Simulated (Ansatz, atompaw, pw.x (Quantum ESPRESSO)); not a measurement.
**molybdenum (Mo): one change to the PAW (atompaw) potential, in the atom and in the bcc crystal**

molybdenum (Mo), PAW, made with atompaw 4.2.0.5 (PBE, scalar-relativistic). Core [Kr], reference 4d5 5s1 5p0. Waves: 5s (bound): rc 3.00 bohr; 5s channel at 1 Ry: rc 3.00 bohr; 5p (bound, empty): rc 3.00 bohr; 5p channel at 0.4 Ry: rc 3.00 bohr; 4d (bound): rc 3.00 bohr; 4d channel at 3.65 Ry: rc 3.00 bohr. Local part: bessel scheme, radius 2.05 bohr. Core correction: smooth core density matched at 2.35 bohr. Augmentation charge: besselshape compensation charge, radius 2.85 bohr; PAW radius 3.00 bohr; waves and projectors: custom rrkj gramschmidtortho.

Change: augmentation besselshape compensation charge, radius 2.85 bohr; PAW radius 3.00 bohr; waves and projectors: custom polynom vanderbiltortho.

Cutoffs, loose and tight: the cutoffs (Ry, on a coarse ladder) from which the occupation-weighted sum of valence levels, in a spherical-Bessel basis at the reference potential, stays within 10 and 1 mRy of its value at 400 Ry. They see the waves and projectors alone, not the compensation charge or the core.

Crystal test: bcc Mo in pw.x 7.5, no spin, 15³ k-points, Fermi–Dirac smearing 0.01 Ry, cutoffs set for each file from its atomic test. The reference is all-electron LAPW (Ansatz 0.2.0) with the same functional, mesh and smearing; V0 and B0 come from Birch–Murnaghan fits to the pressures at five volumes. Errors are pseudo minus all-electron; Δ is the rms difference of the E(V) curves that follow from these fits, minima aligned, over ±6 % about the mean V0. Mesh and smearing are coarse, so the numbers serve the comparison and aren't converged zero-temperature values; the lattice is a test structure that the element need not adopt.

All-electron: a0 = 3.162 Å (V0 = 15.80 Å³/atom), B0 = 259.2 GPa.

Question: Does the change bring the crystal closer to the all-electron result?

Answer: The mean pressure error goes from +6.04 to +34.05 GPa, so the change moves the solid further from the all-electron pressures.

```json
{"quantity": "outcome (atom)", "base": "generated", "changed": "generated"}
{"quantity": "cutoff, loose (atom)", "base": "10 Ry", "changed": "10 Ry"}
{"quantity": "cutoff, tight (atom)", "base": "18 Ry", "changed": "18 Ry"}
{"quantity": "bound ghosts (atom)", "base": "none", "changed": "s, p"}
{"quantity": "cutoffs in pw.x (Ry)", "base": "40/400", "changed": "40/400"}
{"quantity": "a0 (Å)", "base": "3.186", "changed": "–"}
{"quantity": "a0 error (%)", "base": "+0.76", "changed": "–"}
{"quantity": "B0 error (%)", "base": "-3.1", "changed": "–"}
{"quantity": "Δ (meV/atom)", "base": "20.3", "changed": "–"}
{"quantity": "mean pressure error (GPa)", "base": "+6.04", "changed": "+34.05"}
```

A dash: not determined, or the minimum lies outside the volumes sampled.

Base: The largest radius (3.00 bohr) exceeds half the bond length (2.59 bohr), so the spheres overlap, which is one possible source of error among others. This is a poor potential for the solid. Changed file: The largest radius (3.00 bohr) exceeds half the bond length (2.59 bohr), so the spheres overlap, which is one possible source of error among others. This is a poor potential for the solid. Note: ghost states, extra bound levels that the all-electron valence spectrum of the same l lacks: s at -49.0 eV, p at -21.8 eV. A true bound ghost makes a file unfit for plane-wave use. The atomic cutoffs weigh occupied waves only.
